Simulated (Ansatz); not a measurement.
# B2HSi: the cost of one run

The runs use Ansatz 0.2.0, Gaussian basis; def2-QZVPP, core rule «outside noble gas», up to 7 orbitals frozen.

Plan: UHF; ROHF; CCSD(T) on UHF.

### Step 1. The system

The geometry is a PBE0/def2-TZVP stationary point (not a proven minimum) of the parent state, kept for this charge and spin.

4 atoms, charge 0, spin multiplicity 2.

Atoms are counted from 1 here; the program's logs count them from 0.

Bond lengths: B1–Si2 1.995 Å, B1–B3 1.731 Å, Si2–B3 1.946 Å, B3–H4 1.188 Å. Angles: Si2–B1–B3 62.5°, B1–Si2–B3 52.1°, B1–B3–Si2 65.4°, B1–B3–H4 134.1°, Si2–B3–H4 160.5°.

### Step 2. UHF

File in.yaml:

```yaml
crystal:
  periodic: [false, false, false]
  atoms:
    - {symbol: B, position_ang: [0.000000, -1.102278, -0.760213]}
    - {symbol: Si, position_ang: [0.000000, 0.151019, 0.792273]}
    - {symbol: B, position_ang: [0.000000, 0.594686, -1.102049]}
    - {symbol: H, position_ang: [0.000000, 1.236325, -2.101784]}
basis:
  gaussian: {orbitals: "def2-QZVPP.json"}
magnetization: {spin_polarized: true, initial_magnetization: 1}
hamiltonian: {xc: hf}
output: {orbitals: {seedname: orbitals}}
```

Launch:

```console
> ansatz run in.yaml --threads 1 --pin off --events-out ev --progress --plain --max-ram 2393MiB
```

**Question.** How long does this run take on 1 thread of Arm Neoverse V2, shared host, and how much memory does it need?

About 45 s, with a peak of 0.5 GiB.
